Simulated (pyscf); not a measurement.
PySCF, gas phase, ωB97X-D3(BJ)/def2-SVP geometries.

Problem. PBE/def2-TZVP puts the barrier of H₂N–SiH(Cl)–Cl (SMILES N[SiH](Cl)Cl) + NH₂• (SMILES [NH2]) → H₂N–Si•(Cl)–Cl (SMILES N[Si](Cl)Cl) + NH₃ (SMILES N) (hydrogen abstraction; doublet surface; H–Si broken, H–N formed) at -3.8 kcal/mol and the reaction energy at -23.6 kcal/mol, from the separated reactants. What do r²SCAN/def2-TZVP, PBE0-D3(BJ)/def2-TZVP, ωB97M-D3(BJ)/def2-TZVP give on the same structures?

Solution. r²SCAN: ΔE‡ = 0.3 kcal/mol, ΔE = -18.9 kcal/mol; PBE0-D3(BJ): ΔE‡ = 0.5 kcal/mol, ΔE = -19.7 kcal/mol; ωB97M-D3(BJ): ΔE‡ = 4.3 kcal/mol, ΔE = -16.9 kcal/mol. PBE's barrier lies under all of them, by 4.2 to 8.2 kcal/mol. Its reaction energy lies under all of them, by 4.0 to 6.7 kcal/mol. Much of the shift in the barrier follows the reaction energy. At PBE the saddle lies under the separated reactants, which points to a path from their complex (located at ωB97X-D3(BJ) alone). This is the saddle that the search found; another between the same sides may lie lower. The angle at the transferred H is 150°.
